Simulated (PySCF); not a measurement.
Aza analogues, thiophene 1N. All species are isolated molecules in the gas phase. Strings in code marks are SMILES.

Calculation: PBE-D3(BJ)/def2-TZVP // PBE0-D4/def2-TZVP (PySCF). All candidates: neutral, multiplicity 1. 

LUMO: -1.72 eV
HOMO–LUMO gap: 4.60 eV
dipole moment: 1.54 D

Task: Say which member has these values.
A) `c1cnsc1`
B) `c1cscn1`
C) `c1ccsc1`

Result: B, `c1cscn1`. The others give `c1cnsc1`: -1.83 eV, 4.70 eV, 2.27 D; `c1ccsc1`: -1.23 eV, 4.62 eV, 0.43 D
